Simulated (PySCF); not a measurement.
The electron affinity along group 15

Calculated with PySCF 2.14 from differences of total energies of unrestricted determinants, without spin-orbit coupling. Values in eV. The last column holds reference values (measured affinities from photodetachment; the arrow runs from anion to atom). Unmarked ones compare directly (S terms, centres of terms, or small fine structure); those marked * lie between the lowest fine-structure levels and include a spin-orbit shift.

```json
{"element": "P (aug-cc-pVTZ-DK, spin-free X2C)", "configurations": "[Ne] 3s2 3p4 → [Ne] 3s2 3p3", "UHF": "-0.334", "LDA": "1.028", "PBE": "0.872", "r2SCAN": "0.770", "SCS-MP2 (valence)": "0.529", "CCSD (valence)": "0.537", "reference": "0.747 *"}
{"element": "As (aug-cc-pVTZ-DK, spin-free X2C)", "configurations": "[Ar] 3d10 4s2 4p4 → [Ar] 3d10 4s2 4p3", "UHF": "-0.298", "LDA": "1.064", "PBE": "0.847", "r2SCAN": "0.802", "SCS-MP2 (valence)": "0.514", "CCSD (valence)": "0.546", "reference": "0.804 *"}
{"element": "Sb (aug-cc-pVTZ-DK3, spin-free X2C)", "configurations": "[Kr] 4d10 5s2 5p4 → [Kr] 4d10 5s2 5p3", "UHF": "-0.057", "LDA": "1.189", "PBE": "0.964", "r2SCAN": "0.923", "SCS-MP2 (valence)": "0.659", "CCSD (valence)": "0.710", "reference": "1.047 *"}
{"element": "Bi (aug-cc-pVTZ-DK3, spin-free X2C)", "configurations": "[Xe] 4f14 5d10 6s2 6p4 → [Xe] 4f14 5d10 6s2 6p3", "UHF": "-0.184", "LDA": "1.143", "PBE": "0.899", "r2SCAN": "0.803", "SCS-MP2 (valence)": "0.556", "CCSD (valence)": "0.604", "reference": "0.942 *"}
```

The highest occupied level of the anion is positive for P⁻ at LDA, PBE, r2SCAN; As⁻ at LDA, PBE, r2SCAN; Sb⁻ at LDA, PBE, r2SCAN; Bi⁻ at LDA, PBE, r2SCAN, so there the basis helps to hold the electron.

For Bi a determinant mixes LS terms or the coupling is close to jj, so these rows are model values.

"Valence" correlates the outer s and p shells and, in groups 3 to 12 and the f block, the outer d or f shell, open or full, or the next shell where the ion has no valence electron left; the wider scheme adds the next inner shell.
